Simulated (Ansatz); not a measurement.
Gas-phase electronic energies from Ansatz, PBE0-D4/def2-TZVP geometries. CCSD(T)/CBS is the MP2 limit (def2-TZVPP, def2-QZVPP) plus CCSD(T) − MP2 in def2-TZVPP, frozen cores. This one scheme is used for every species. DFT in def2-TZVPP. B3LYP here is the variant with VWN-RPA as its local correlation; programs differ in this. HSE06 is defined as in plane-wave codes. Each species was taken in one conformer, which may not be the lowest.

Reaction (substitution at a C–O bond): `C#CC(=O)O` + H₂S → `C#CC(=O)S` + H₂O

| level | ΔE (kcal/mol) | difference from CCSD(T)/CBS |
| --- | --- | --- |
| LDA (SPW92) | 7.1 | 1.8 |
| PBE-D4 | 4.7 | -0.6 |
| revPBE-D4 | 3.6 | -1.7 |
| BLYP-D4 | 4.3 | -1.0 |
| r2SCAN-D4 | 6.0 | 0.7 |
| B97M-V | 7.1 | 1.8 |
| PBE0-D4 | 6.3 | 1.0 |
| B3LYP-D4 | 6.0 | 0.7 |
| r2SCAN0-D4 | 7.2 | 1.9 |
| HSE06-D4 | 6.3 | 1.0 |
| CAM-B3LYP-D4 | 8.5 | 3.2 |
| ωB97M-V | 7.9 | 2.6 |
| B2PLYP | 6.6 | 1.3 |
| PBE-QIDH | 7.0 | 1.7 |
| PBE | 5.4 | 0.1 |
| revPBE | 5.1 | -0.2 |
| BLYP | 5.9 | 0.6 |
| r2SCAN | 6.2 | 0.9 |
| B3LYP | 7.2 | 1.9 |
| r2SCANh | 6.7 | 1.4 |
| r2SCAN0 | 7.4 | 2.1 |
| HSE06 | 6.9 | 1.6 |
| BHLYP | 9.2 | 3.9 |
| CAM-B3LYP | 9.2 | 3.9 |
| LC-ωPBE | 9.3 | 4.0 |
| RPA@PBE/def2-TZVPP | 6.9 | 1.6 |
| HF/def2-SVP | 17.0 | 11.7 |
| MP2/def2-SVP | 10.7 | 5.4 |
| CCSD/def2-SVP | 12.6 | 7.3 |
| CCSD(T)/def2-SVP | 11.8 | 6.5 |
| HF/def2-TZVPP | 12.4 | 7.1 |
| MP2/def2-TZVPP | 4.9 | -0.4 |
| CCSD/def2-TZVPP | 7.9 | 2.6 |
| CCSD(T)/def2-TZVPP | 6.7 | 1.4 |
| HF/def2-QZVPP | 12.2 | 6.9 |
| MP2/def2-QZVPP | 4.0 | -1.3 |
| SCS-MP2/def2-QZVPP | 5.2 | -0.1 |
| HF/CBS(def2) | 12.2 | 6.9 |
| MP2/CBS(def2) | 3.4 | -1.9 |
| CCSD/CBS(def2) | 6.4 | 1.1 |
| CCSD(T)/CBS | 5.3 | 0 |

Largest T1 diagnostic among the species: 0.017.

At CCSD(T), def2-SVP lies +6.5 kcal/mol from the extrapolated value and def2-TZVPP +1.4 kcal/mol. In def2-TZVPP, CCSD(T) changes the Hartree–Fock value by −5.6 kcal/mol (the triples alone add −1.2 kcal/mol) and MP2 by −7.5 kcal/mol.
